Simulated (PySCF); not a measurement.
# Ionisation energy of F by level of theory

F [He] 2s2 2p5 (2P) → F+ [He] 2s2 2p4 (3P), as a difference of total energies. Calculation: PySCF 2.14, in aug-cc-pCVTZ-DK; the spin-free X2C one-electron Hamiltonian (Gaussian nucleus). Correlated levels: valence and next inner shell: nothing frozen. The calculations carry no spin-orbit coupling.

```
                                method  ionisation energy (eV)  error (eV)
                                   UHF                  15.656      -1.771
    MP2 (valence and next inner shell)                  17.321      -0.106
SCS-MP2 (valence and next inner shell)                  17.303      -0.124
   CCSD (valence and next inner shell)                  17.209      -0.218
CCSD(T) (valence and next inner shell)                  17.272      -0.155
```

Reference: 17.427 eV (measured; NIST levels, between the centres of gravity of the two terms).

Errors of the correlated levels include the incompleteness of this basis.
